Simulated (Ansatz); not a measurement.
## One element changed: bond dissociation energies of H$_{2}$Si–NH$_{2}$, H2Ge–NH2

Ansatz 0.2.0, basis cc-pVDZ; geometries are PBE0/def2-TZVP minima. Wave-function levels freeze the cores with the filled d shells of p-block atoms; HF, MP2 and coupled cluster are restricted for singlets and unrestricted otherwise, atoms included, restricted open-shell where a d shell is frozen. The reference is CCSDT(Q) (coupled cluster only where its series has nearly closed). An error is the level's value less the reference. None of these values is a measured one. Energies are electronic, without zero-point terms. No spin–orbit coupling and no scalar relativity. The set is small: it underbinds, by tens of kJ/mol for each bond, so near ties and functionals' places can change in larger sets. The species are chosen: bound, without strong static correlation by their natural occupations or amplitudes, in their lowest spin state as far as vertical gaps and like structures tell, and with a ladder that closes on the reference, so errors are smaller than for species at large; levels whose determinant breaks symmetry or spin markedly are left out.

| species | bonds (Å) | quantity | symmetry of the states | reference | value (kcal/mol) | error CCSD | error CCSD(T) | error CCSDT |
| --- | --- | --- | --- | --- | --- | --- | --- | --- |
| H2Si–NH2, doublet | N–Si 1.725, Si–H 1.493, N–H 1.008, angles at N 111/120°, angles at Si 107/110° | Si–H bond energy, to HSi–NH2 (singlet) + H | A' / A' | CCSDT(Q) | 49.0 | 0.8 | 0.1 | 0.1 |
| H2Ge–NH2, doublet | N–Ge 1.842, Ge–H 1.551, N–H 1.010, angles at N 109/116°, angles at Ge 106/110° | Ge–H bond energy, to HGe–NH2 (singlet) + H | A' / A' | CCSDT(Q) | 42.2 | 0.7 | 0.1 | 0.1 |

The reference falls from Si to Ge, by 6.8 kcal/mol in all.
